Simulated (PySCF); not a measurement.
How methods differ on the ionisation energy of Mg

Mg [Ne] 3s2 (1S) → Mg+ [Ne] 3s1 (2S), as a difference of total energies. Computed with PySCF 2.14 in aug-cc-pCVTZ (8s7p5d3f, 75 functions), with the non-relativistic Hamiltonian (point nucleus). Correlated levels: nothing frozen. The calculations carry no spin-orbit coupling.

```tsv
method	ionisation energy (eV)
UHF	6.606
MP2 (all electrons)	7.370
SCS-MP2 (all electrons)	7.474
CCSD (all electrons)	7.565
CCSD(T) (all electrons)	7.599
```

Errors of the correlated levels include the incompleteness of this basis.

Problem. Which method comes closest to the reference value, and which is furthest?

Solution. The reference is 7.646 eV (measured; NIST Atomic Spectra Database, ionization energies). Closest: CCSD(T) (all electrons) (error -0.047 eV); furthest: UHF (error -1.040 eV).
